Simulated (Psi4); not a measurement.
# SiN2H5 (SMILES N[SiH]N) at UHSE06/def2-SVPD

What is the vertical ionisation energy of SiN2H5 at UHSE06/def2-SVPD? 

Program for the calculation: Psi4 1.11.

## (1) The system as given

SiN2H5: 8 atoms, total charge 0, spin state doublet. As SMILES, `N[SiH]N`. Geometry: relaxed at PBE0-D4/def2-TZVP. This is one conformer, not always the lowest.

Bond lengths: N1–Si2 1.713 Å, Si2–N3 1.720 Å, N1–H4 1.008 Å, N1–H5 1.005 Å, Si2–H6 1.504 Å, N3–H7 1.008 Å, N3–H8 1.008 Å. Angles: N1–Si2–N3 106.1°, N1–Si2–H6 117.2°, N3–Si2–H6 103.6°, Si2–N1–H4 122.2°, Si2–N1–H5 121.8°, Si2–N3–H7 120.2°, Si2–N3–H8 119.6°, H4–N1–H5 112.8°, H7–N3–H8 111.5°.

## (2) Energy and gradient at UHSE06/def2-SVPD

run.py reads:

```python
import numpy as np
from ase.calculators.psi4 import Psi4
from ase import Atoms

a = Atoms(['N', 'Si', 'N', 'H', 'H', 'H', 'H', 'H'], positions=[
    [-1.027000, 0.622100, -0.768300],
    [0.527700, 0.579900, -0.050700],
    [0.789500, -1.052600, 0.425100],
    [-1.817900, 0.144500, -0.364600],
    [-1.296600, 1.349400, -1.406800],
    [0.716400, 1.354100, 1.225100],
    [0.730800, -1.794000, -0.255200],
    [1.468900, -1.260500, 1.139500],
])
calc = Psi4(atoms=a, method='hse06', basis='def2-SVPD', memory='2200MB', num_threads=1, charge=0, multiplicity=2, label='calc', reference='uks')
calc.psi4.set_options({'puream': True, 'e_convergence': 1e-09, 'd_convergence': 1e-08, 'scf_type': 'pk', 'dft_radial_points': 99, 'dft_spherical_points': 590, 'maxiter': 100})
a.calc = calc

forces = a.get_forces()
print(f'energy: {a.get_potential_energy():.6f} eV')
print('forces / eV A^-1')
print(np.round(forces, 5))
```

On the command line:

```console
$ python run.py
```

calc.dat, cut to the lines that bear on the results:

```text
[...]
  Running in c1 symmetry.
[...]
  Nuclear repulsion =  111.028710907775093
[...]
  Multiplicity = 2
[...]
  Nalpha       = 17
  Nbeta        = 16
[...]
    Number of basis functions: 104
[...]
   @UKS iter   1:  -401.20508042887900   -6.55657e-02   9.30142e-03 ADIIS/DIIS
[...]
   @UKS iter  13:  -401.61972807658066   -7.73070e-12   6.11155e-09 DIIS
[...]
   @S^2 Observed:                7.522727296E-01
[...]
    Orbital Energies [Eh]
    ---------------------
    Alpha Occupied:
       1A    -66.245396     2A    -14.363283     3A    -14.356558
       4A     -5.321698     5A     -3.661658     6A     -3.658631
       7A     -3.657423     8A     -0.859695     9A     -0.835294
      10A     -0.531423    11A     -0.497640    12A     -0.489871
      13A     -0.412334    14A     -0.364783    15A     -0.301900
      16A     -0.263408    17A     -0.171124
    Alpha Virtual:
      18A      0.009041    19A      0.015516    20A      0.052489
      21A      0.071613    22A      0.082127    23A      0.090516
      24A      0.095226    25A      0.113895    26A      0.127028
[...]
  @UKS Final Energy:  -401.61972807658066
   => Energetics <=
    Nuclear Repulsion Energy =            111.0287109077750927
    One-Electron Energy =                -773.4661139357242519
    Two-Electron Energy =                 288.8824922625869931
    DFT Exchange-Correlation Energy =     -28.0648173112185262
    Empirical Dispersion Energy =           0.0000000000000000
    VV10 Nonlocal Energy =                  0.0000000000000000
    Total Energy =                       -401.6197280765806568
[...]
 Multipole Moments:
 ------------------------------------------------------------------------------------
     Multipole            Electronic (a.u.)      Nuclear  (a.u.)        Total (a.u.)
 ------------------------------------------------------------------------------------
 L = 1.  Multiply by 2.5417464519 to convert [e a0] to [Debye]
 Dipole X            :          0.8396708           -1.0399584           -0.2002876
 Dipole Y            :          0.6021805           -0.9494806           -0.3473002
 Dipole Z            :         -0.8202097            0.7702429           -0.0499668
 Magnitude           :                                                    0.4040163
[...]
  -Total Gradient:
     Atom            X                  Y                   Z
    ------   -----------------  -----------------  -----------------
       1        0.004796643136    -0.000258370596     0.002988618838
       2       -0.007820976613    -0.007815090895    -0.000255651238
       3       -0.000209135003     0.004860295337    -0.002171804799
       4        0.003521371442     0.002324467494    -0.001133537114
       5        0.001666406571    -0.002797647290     0.002809357330
       6       -0.000156063529    -0.001164458616    -0.001612556850
       7        0.000631944770     0.003395977684     0.002104839247
       8       -0.002431131361     0.001446531318    -0.002735071943
[...]
```

The script printed:

```text
energy: -10928.629456 eV
forces / eV A^-1
[[-0.24665  0.01329 -0.15368]
 [ 0.40217  0.40187  0.01315]
 [ 0.01075 -0.24993  0.11168]
 [-0.18108 -0.11953  0.05829]
 [-0.08569  0.14386 -0.14446]
 [ 0.00803  0.05988  0.08292]
 [-0.0325  -0.17463 -0.10824]
 [ 0.12501 -0.07438  0.14064]]
```

Run time: 92 s. Hardware: 1 thread of Intel Xeon Platinum 8488C (Sapphire Rapids), shared host; peak memory 1.2 GiB.

## (3) The singlet cation

calc.in reads:

```
memory 2200 mb

molecule {
  1 1
  N     -1.027000     0.622100    -0.768300
  Si     0.527700     0.579900    -0.050700
  N      0.789500    -1.052600     0.425100
  H     -1.817900     0.144500    -0.364600
  H     -1.296600     1.349400    -1.406800
  H      0.716400     1.354100     1.225100
  H      0.730800    -1.794000    -0.255200
  H      1.468900    -1.260500     1.139500
  symmetry c1
}

set {
  basis                def2-SVPD
  reference            rks
  puream               true
  e_convergence        1e-09
  d_convergence        1e-08
  scf_type             pk
  dft_radial_points    99
  dft_spherical_points 590
}

gradient('hse06')
```

On the command line:

```console
$ psi4 -n 1 calc.in calc.out
```

calc.out, cut to the lines that bear on the results:

```text
[...]
  Running in c1 symmetry.
[...]
  Nuclear repulsion =  111.028710907775093
[...]
  Multiplicity = 1
[...]
  Nalpha       = 16
  Nbeta        = 16
[...]
    Number of basis functions: 104
[...]
   @RKS iter   1:  -400.96739064290807    1.72124e-01   8.86562e-03 ADIIS/DIIS
[...]
   @RKS iter  13:  -401.35163287903828   -2.27374e-12   1.24626e-09 DIIS
[...]
  @RKS Final Energy:  -401.35163287903828
   => Energetics <=
    Nuclear Repulsion Energy =            111.0287109077750927
    One-Electron Energy =                -765.2337001730389829
    Two-Electron Energy =                 280.6616833199317398
    DFT Exchange-Correlation Energy =     -27.8083269337061481
    Empirical Dispersion Energy =           0.0000000000000000
    VV10 Nonlocal Energy =                  0.0000000000000000
    Total Energy =                       -401.3516328790382772
[...]
 Multipole Moments:
 ------------------------------------------------------------------------------------
     Multipole            Electronic (a.u.)      Nuclear  (a.u.)        Total (a.u.)
 ------------------------------------------------------------------------------------
 L = 1.  Multiply by 2.5417464519 to convert [e a0] to [Debye]
 Dipole X            :          1.4774845           -1.0399584            0.4375261
 Dipole Y            :          1.1287333           -0.9494806            0.1792527
 Dipole Z            :         -0.8653327            0.7702429           -0.0950897
 Magnitude           :                                                    0.4822890
[...]
  -Total Gradient:
     Atom            X                  Y                   Z
    ------   -----------------  -----------------  -----------------
       1       -0.034308859122    -0.019752346031     0.006012799272
       2        0.052826527915     0.044655592709    -0.041776645357
       3       -0.011104221224    -0.033240291705     0.019363016341
       4        0.001162929728     0.011867409050    -0.000362483523
       5        0.005656520719    -0.006107467031     0.004957360330
       6       -0.013312542592    -0.011582159649     0.015654383968
       7        0.006316459839     0.010697487228     0.003303035959
       8       -0.007235760068     0.003454421900    -0.007160064457
[...]
```

Run time: 65 s. Hardware: 1 thread of Intel Xeon Platinum 8488C (Sapphire Rapids), shared host; peak memory 1.2 GiB.

## (4) Results

At UHSE06/def2-SVPD:

| quantity | value |
| --- | --- |
| doublet SiN2H5: total energy | -401.61973 Eh |
| doublet SiN2H5: dipole moment | 1.03 D |
| doublet SiN2H5: HOMO energy (highest over α and β) | -4.66 eV |
| doublet SiN2H5: LUMO energy (lowest over α and β) | -1.77 eV |
| doublet SiN2H5: ⟨S²⟩ | 0.752 |
| doublet SiN2H5: largest force on an atom | 0.569 eV/Å |
| singlet cation: total energy | -401.35163 Eh |
| singlet cation: HOMO energy | -13.16 eV |
| singlet cation: LUMO energy | -9.77 eV |
| singlet cation: HOMO–LUMO gap | 3.39 eV |
| singlet cation: largest force on an atom | 4.155 eV/Å |
| vertical ionisation energy (to the singlet cation) | 7.295 eV |

What this shows: Removing an electron at fixed nuclei costs 7.30 eV (168 kcal/mol). The largest force (doublet SiN2H5) is 0.57 eV/Å: the shape isn't a stationary point for this species at this level. Only the singlet of the ionised species was computed; a triplet could lie lower.
